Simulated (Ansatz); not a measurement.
# Heat of formation of CH4S2 (methyl hydrodisulfide) from total energies

The species is CH4S2 (7 atoms), meant as a singlet with charge 0. As SMILES, `CSS`. The coordinates come from a PBE0-D4/def2-TZVP relaxation. This is one conformer, not always the lowest.

```xyz
7

C    -0.7577    0.5310   -0.2545
S     0.4107    0.3134    1.1006
S     1.9389   -0.7121    0.2278
H    -1.1705   -0.4256   -0.5741
H    -0.2853    1.0393   -1.0941
H    -1.5625    1.1562    0.1398
H     1.4876   -1.9702    0.4086
```

Total energies at BLYP/aug-cc-pVDZ (Ansatz 0.2.0); the atoms run unrestricted:

| species | state | energy (Eh) |
| --- | --- | --- |
| CH4S2 | singlet | -836.868939 |
| C | triplet | -37.840849 |
| S | triplet | -398.110540 |
| H | doublet | -0.497007 |

Harmonic wavenumbers at PBE0-D4/def2-TZVP, in cm⁻¹: 170, 245, 341, 532, 720, 894, 968, 974, 1338, 1448, 1469, 2645, 3054, 3146, 3162.

Measured heats of formation of the gaseous atoms at 298.15 K, in kJ/mol: C 716.9, S 277.0, H 218.0. Spin-orbit lowering of the atoms at 298 K (mean of the ground term's levels less their thermal mean, from spectra), in kJ/mol: C 0.02, S 1.88. Take 1 Eh = 2625.50 kJ/mol, 1 cm⁻¹ = 0.0119627 kJ/mol, RT = 2.479 kJ/mol.

Q: Work out the heat of formation of the gas at 298 K.

A: 
1. Electronic atomisation energy: (-37.840849) + 2 × (-398.110540) + 4 × (-0.497007) − (-836.868939) = 0.818982 Eh = 2150.2 kJ/mol.
2. Zero-point energy: half the sum of the wavenumbers, 10553 cm⁻¹ = 126.2 kJ/mol.
3. Thermal vibrational enthalpy, Σ hcν̃/(exp(hcν̃/kT) − 1): 5.1 kJ/mol. Translation, rotation and pV of a non-linear molecule: 4 RT = 9.9 kJ/mol.
4. The 7 free atoms carry 5/2 RT each: 43.4 kJ/mol.
5. Spin-orbit coupling lowers the free atoms by 0.02 + 2 × 1.88 = 3.8 kJ/mol.
6. Atomisation enthalpy at 298 K: 2150.2 − 3.8 − 126.2 − 5.1 − 9.9 + 43.4 = 2048.6 kJ/mol.
7. Sum of the atoms' heats of formation: 2142.9 kJ/mol. Heat of formation: 2142.9 − 2048.6 = +94.3 kJ/mol.

No measured value is set beside it here. Anharmonicity and any spin-orbit splitting of the molecule are left out.
